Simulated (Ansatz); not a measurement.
**MgBH2 (quartet): the correlation ladder, def2-TZVPP**

An exercise on one series of results from a longer session: the logs are not shown, and one member is left open.

Method: def2-TZVPP, core rule «outside noble gas», up to 6 orbitals frozen; program: Ansatz 0.2.0, Gaussian basis.

Plan: UHF; ROHF; CCSD(T) on UHF.

**What is computed**

The geometry is a PBE0/def2-TZVP stationary point (not a proven minimum).

4 atoms, charge 0, spin multiplicity 4.

Atoms are counted from 1 here; the program's logs count them from 0.

Bond lengths: B1–Mg2 2.227 Å, B1–H3 1.184 Å, B1–H4 1.234 Å, Mg2–H4 1.954 Å. Angles: Mg2–B1–H3 168.8°, Mg2–B1–H4 61.0°, H3–B1–H4 130.2°, B1–Mg2–H4 33.5°, B1–H4–Mg2 85.5°.

The first run:

Input file in.yaml:

```yaml
crystal:
  periodic: [false, false, false]
  atoms:
    - {symbol: B, position_ang: [0.000000, 0.038348, 1.441894]}
    - {symbol: Mg, position_ang: [0.000000, 0.014710, -0.784671]}
    - {symbol: H, position_ang: [0.000000, 0.281186, 2.600655]}
    - {symbol: H, position_ang: [0.000000, -1.047203, 0.855024]}
basis:
  gaussian: {orbitals: def2-TZVPP}
magnetization: {spin_polarized: true, initial_magnetization: 3}
hamiltonian: {xc: hf}
output: {orbitals: {seedname: orbitals}}
```

The run is started by

```bash
$ ansatz run in.yaml --threads 1 --pin off --events-out ev --progress --plain --max-ram 2816MiB --backend cpu
```

Among the steps run: UHF; ROHF; CCSD(T) on UHF.

One table of the session follows, with a row left open; its other results are not shown here.

It belongs to the step «Misses and costs». 

| method | from UCCSD(T) (kcal/mol) |
| --- | --- |
| ROHF | +83.58 |
| UHF | +81.95 |
| UMP2 | +15.62 |
| UCCSD | ? |
| UCCSD(T) | 0 |

Q: Estimate the row for UCCSD from the others.

The run gave: from UCCSD(T) (kcal/mol): +2.49. In the column «from UCCSD(T) (kcal/mol)» it lies between UCCSD(T) (0) and UMP2 (+15.62).

With the free atoms at the same levels and basis (separate runs), the atomisation energy is 6.764 eV at UCCSD(T), 5.921 eV at ROHF.
